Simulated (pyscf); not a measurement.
PySCF, gas phase, ωB97X-D3(BJ)/def2-SVP geometries.

Problem. How much does it cost (ΔH, 298 K, ωB97M-D3(BJ)/def2-TZVP) to split H₃C–O–Si(OH)(OH)–O–CH₃ at its H–O bond into H₃C–O–Si(O•)(OH)–O–CH₃ + H•?

Solution. H–O to H₃C–O–Si(O•)(OH)–O–CH₃ + H•: 5.18 eV. The 7 functionals that were run give +4.92 (PBE) to +5.23 eV (M06-2X). H₃C–O–Si(OH)(OH)–O–CH₃ lies 0.69 eV over its isomer H₃C–CH₂–O–Si(OH)(OH)–OH, and others may lie lower still (electronic energy, ωB97M-D3(BJ)). Other isomers of H₃C–O–Si(O•)(OH)–O–CH₃ were not searched in full and may lie lower.
